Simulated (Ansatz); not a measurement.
# Si₂HO (quartet): from Hartree-Fock to the top rungs, cc-pVDZ

An exercise on one series of results from a longer session: the logs are not shown, and one member is left open.

The runs use Ansatz 0.2.0, Gaussian basis; cc-pVDZ, core rule «outside noble gas», up to 11 orbitals frozen.

The runs, in order: UHF; CCSD(T) on ROHF; CCSD(T) on UHF; BCCD(T) on ROHF; CISD; CCSDT(Q) on ROHF; CCSDT(Q) on UHF.

22 further runs of the same task are left out: 7 that didn't finish, 15 set aside as unsound or not needed.

## The system

The geometry is a PBE0/def2-TZVP stationary point (not a proven minimum) of the parent state, kept for this charge and spin.

4 atoms, charge 0, spin multiplicity 4.

Atoms are counted from 1 here; the program's logs count them from 0.

Bond lengths: Si1–O2 1.618 Å, O2–Si3 1.672 Å, Si3–H4 1.536 Å. Angles: Si1–O2–Si3 174.1°, O2–Si3–H4 95.2°.

Set-up of the first run:

The input, in.yaml:

```yaml
crystal:
  periodic: [false, false, false]
  atoms:
    - {symbol: Si, position_ang: [0.000000, 0.019217, 1.662780]}
    - {symbol: O, position_ang: [0.000000, 0.046850, 0.045269]}
    - {symbol: Si, position_ang: [0.000000, -0.096716, -1.620718]}
    - {symbol: H, position_ang: [0.000000, 1.415798, -1.890609]}
basis:
  gaussian: {orbitals: cc-pVDZ}
magnetization: {spin_polarized: true, initial_magnetization: 3}
hamiltonian: {xc: hf}
output: {orbitals: {seedname: orbitals}}
```

On the command line:

```sh
$ ansatz run in.yaml --threads 1 --pin off --events-out ev --progress --plain --max-ram 2393MiB
```

Among the steps run: UHF; CCSD(T) on ROHF; CCSD(T) on UHF; BCCD(T) on ROHF; CISD; CCSDT(Q) on ROHF; CCSDT(Q) on UHF.

One of the session's tables, all rows but one given; the rest of the session is left out.

It belongs to the step «Misses and costs». 

| method | from UCCSDT(Q) (meV) |
| --- | --- |
| ROHF | +9549.5 |
| UHF | +9369.5 |
| RMP2 | +1158.7 |
| UMP2 | +1160.8 |
| CISD | +1290.5 |
| RCCSD | +334.2 |
| UCCSD | +329.2 |
| RCCSD(T) | +61.3 |
| UCCSD(T) | +60.9 |
| BCCD(T) | ? |
| RCCSDT | +28.6 |
| UCCSDT | +28.2 |
| RCCSDT(Q) | +5.2 |
| UCCSDT(Q) | 0 |

**Question.** Estimate the row for BCCD(T).

As computed: from UCCSDT(Q) (meV): +55.2. In the column «from UCCSDT(Q) (meV)» it lies between RCCSDT (+28.6) and UCCSD(T) (+60.9).

Caveats from the session: Restricted and unrestricted rows rest on different reference determinants; where their highest levels disagree by more than a few hundredths of an eV, they describe different states and don't form one ladder.
